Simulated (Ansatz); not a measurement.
Process, species as SMILES: CSC + H+ → C[SH+]C
B3LYP-D3(BJ)/def2-TZVP geometries, fixed; electronic energies without zero-point terms; positive where energy is released.

The proton affinity at MP2 with Ansatz (an electronic-structure program), in kcal/mol, split into its Hartree-Fock and correlation parts. Cores are frozen. No added dispersion term, no relativity. Functions are those of the species that has most.

| basis | X | functions | Hartree-Fock | MP2 |
|---|---|---|---|---|
| cc-pV(D+d)Z | 2 | 86 | 206.58 | 204.21 |
| cc-pV(T+d)Z | 3 | 197 | 208.38 | 203.43 |
| cc-pV(Q+d)Z | 4 | 384 | 208.51 | 202.77 |
| cc-pV(5+d)Z | 5 | 667 | 208.58 | 202.44 |

Worked estimate of the basis-set limit from each neighbouring pair, with Hartree-Fock from the larger set and the correlation part extrapolated as X^-3.
Correlation parts: X = 2: -2.37, X = 3: -4.95, X = 4: -5.74, X = 5: -6.14.
- (2,3): (27·(-4.95) - 8·(-2.37))/19 = -6.04; with Hartree-Fock 208.38 the estimate is 202.34 kcal/mol.
- (3,4): (64·(-5.74) - 27·(-4.95))/37 = -6.32; with Hartree-Fock 208.51 the estimate is 202.19 kcal/mol.
- (4,5): (125·(-6.14) - 64·(-5.74))/61 = -6.56; with Hartree-Fock 208.58 the estimate is 202.02 kcal/mol.
The last two estimates differ by 0.17 kcal/mol; the largest set lies 0.42 from the last. Over the last step Hartree-Fock moves by 0.07 and the correlation part by -0.40.
